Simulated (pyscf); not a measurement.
Elementary routes open to `[Cl][AlH][Cl]` + `[CH2]=[CH2]` in the gas phase (singlet surface):
A. `[CH3][CH2][Al]([Cl])[Cl]` (Al–H broken; Al–C, C–H formed)
B. `[Cl][CH2][CH2][AlH][Cl]` (Al–Cl broken; C–Cl, Al–C formed)

Optimised with ωB97X-D3(BJ)/def2-SVP in PySCF.

**Question.** Rank the routes by free-energy barrier at 1200 K, lowest first, for ωB97M-D3(BJ)/def2-TZVP energies (ideal gas, 1 atm, RRHO with modes under 100 cm⁻¹ raised to 100, one conformer, R ln 2 for chiral ones without a mode under 150 cm⁻¹).

**Answer.** A (214.5 kJ/mol), B (254.7 kJ/mol)

Route A is the fastest of these, ahead of the next by 40.2 kJ/mol. The most stable products are those of A (ΔG = +36.3 kJ/mol), so kinetics and thermodynamics agree. At 298 K A is still the fastest. A: On the reactant side the descent ends in a bound adduct, 63.0 kJ/mol under the separated species and 73.3 kJ/mol under the saddle at ωB97X-D3(BJ)/def2-TZVP. On the product side the descent ends in a point that may be a rotor saddle (no frequency run), 14.4 kJ/mol over the lowest minimum found and 153.7 kJ/mol under the saddle at ωB97X-D3(BJ)/def2-TZVP. B: On the reactant side the descent ends in a bound adduct, 63.0 kJ/mol under the separated species and 107.1 kJ/mol under the saddle at ωB97X-D3(BJ)/def2-TZVP. Only these routes are compared; each barrier is that of the saddle found, and lower ones may exist.
